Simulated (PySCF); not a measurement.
Work out the structure from these simulated measurements.

Elements present: C, H and O. Monoisotopic mass: 104.0110 u.

* NMR, other nuclei: isotropic shieldings of nuclei other than C and H, by class: -99 (2 O), 110 (2 O) ppm [GIAO PBE0/pcSseg-2]
* Rotational structure: rotational constants A, B, C: 5.690, 1.617, 1.611 GHz [PBE0-D3(BJ)/def2-TZVP]
* Couplings: largest of the computed one-bond spin–spin couplings (means over like bonds): 13C–1H +136.0 (×2), 17O–1H -76.5 (×2), 13C–13C +60.2 (×2), 17O–13C +33.8 (×2), 17O–13C +30.6 (×2) Hz [B3LYP/pcJ-2, spin–dipole term left out]
* Dipole: 2.29 D [PBE0/pcSseg-2]
* 13C NMR: chemical shifts (computed TMS as zero) by class: 177.2 (2 C), 40.5 (1 C) ppm [GIAO PBE0/pcSseg-2]
* 1H NMR: chemical shifts (computed TMS as zero) by class: 6.16 (2 H), 3.42 (2 H) ppm [GIAO PBE0/pcSseg-2]

The electronic properties come from PySCF, for the isolated species, density fitting. Levels stand in brackets. Geometry: PBE0-D3(BJ)/def2-TZVP, one conformer, isolated molecule. Each NMR value is the plain mean over a class of atoms that symmetry, rotation or inversion makes alike.

Task: Which formula fits the mass and the elements?

Result: C3H4O4 (calculated 104.0110). No other formula that holds each of these elements comes within 0.0003 u with a fitting electron parity and a possible valence count.

Task: Propose a structure and show how it fits.

Result: Numbering: `[O:1]=[C:2]([OH:3])[CH2:4][C:5](=[O:6])[OH:7]`. Its formula, C3H4O4, gives 2 degrees of unsaturation: 0 rings and 2 π bonds in the structure found. 3 carbons fall into 2 classes; from least to most shielded: carboxylic acid carbon [C2/C5] (177.2 ppm, 2 C), sp3 carbon next to a carbonyl [C4] (40.5 ppm). Hydrogen classes from least to most shielded: 2 H on 2 acid hydroxyl oxygens, O3/O7 (6.16 ppm), 2 H on an sp3 carbon next to a carbonyl, C4 (3.42 ppm). The other shieldings belong to: -99 ppm, acid carbonyl oxygen [O1/O6]; 110 ppm, acid hydroxyl oxygen [O3/O7]. The couplings run between: +136.0 Hz, sp3 carbon next to a carbonyl [C4] and its hydrogen (with 1 like pair); -76.5 Hz, acid hydroxyl oxygen [O3] and its hydrogen (with 1 like pair); +60.2 Hz, carboxylic acid carbon [C2] and sp3 carbon next to a carbonyl [C4] (with 1 like pair); +33.8 Hz, acid hydroxyl oxygen [O3] and carboxylic acid carbon [C2] (with 1 like pair); +30.6 Hz, acid carbonyl oxygen [O1] and carboxylic acid carbon [C2] (with 1 like pair). The optimised geometry has point group C2 and is an asymmetric top. Structure: malonic acid (`O=C(O)CC(=O)O`). The assignments are read from this structure; whether some other isomer fits the data as well wasn't checked.

Shape of the structure used: `[O:1]=[C:2]([OH:3])[CH2:4][C:5](=[O:6])[OH:7]`: O1–C2–C4–C5 50°, C2–C4–C5–O6 52°, H–O3–C2–O1 0°, H–O7–C5–C4 -179°.
